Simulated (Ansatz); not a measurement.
Abridged output of a molecular run in Ansatz:

```
Functional definition: HF
1076 factors; integrals over basis functions are off by at most 1.6e-3 eV
mean field evaluation 1: about -6929.7086 eV, gradient 3.1e1 eV
mean field evaluation 2: about -6929.8388 eV, gradient 3.1e1 eV
mean field evaluation 4: about -6932.5498 eV, gradient 4.0e0 eV
mean field evaluation 8: about -6932.5943 eV, gradient 1.7e-1 eV
mean field -6932.59449306 eV, -254.7681485385 hartree, gradient 2.6e-6 eV, S^2 0.000000; 0 other end points of the search recorded, 0 dependent functions left out
5 core orbitals not correlated: weight in the atoms' cores, before any rotation towards them, 1.000 or more for the frozen orbitals, at most 0.000 for the correlated occupied ones
reference -6932.59449306 eV, -254.7681485385 hartree; 15, 15 occupied and 85, 85 virtual orbitals, 1076 factors
second order -19.90141705 eV of doubles, -0.00000000 eV of singles
cycle   1  -20.70051351 eV  change   -8.0e-1 eV  update   9.3e-2
cycle   2  -21.20721180 eV  change   -5.1e-1 eV  update   2.8e-2
cycle   3  -21.32193822 eV  change   -1.1e-1 eV  update   1.3e-2
cycle   4  -21.32155779 eV  change    3.8e-4 eV  update   3.4e-3
cycle   5  -21.32174789 eV  change   -1.9e-4 eV  update   1.2e-3
cycle   6  -21.32194146 eV  change   -1.9e-4 eV  update   3.3e-4
cycle   7  -21.32185306 eV  change    8.8e-5 eV  update   1.1e-4
cycle   8  -21.32182875 eV  change    2.4e-5 eV  update   3.0e-5
perturbative correction -0.60604899 eV, -0.0222718895 hartree
Total energy: -6954.52237079 eV, -255.5739831821 hartree
```

Its atoms:

Cartesian coordinates in Å:
```
C -1.070 1.458 -0.729
C -0.084 0.648 0.038
C 0.057 -0.666 -0.066
C 1.039 -1.482 0.696
F 1.805 -0.712 1.544
H -1.672 0.837 -1.395
H -1.747 1.993 -0.056
H -0.566 2.219 -1.334
H 0.562 1.182 0.731
H -0.572 -1.233 -0.749
H 1.721 -2.007 0.015
H 0.527 -2.238 1.305
```

Which basis set was used?
A. def2-SVPD
B. cc-pV(T+d)Z
C. def2-TZVPPD
D. def2-SVP

D. It gives 105 functions.

Write the keys of the input that set method, charge and spin (a neutral closed shell needs none for the last two).


```yaml
correlation: {method: ccsd_t}
```
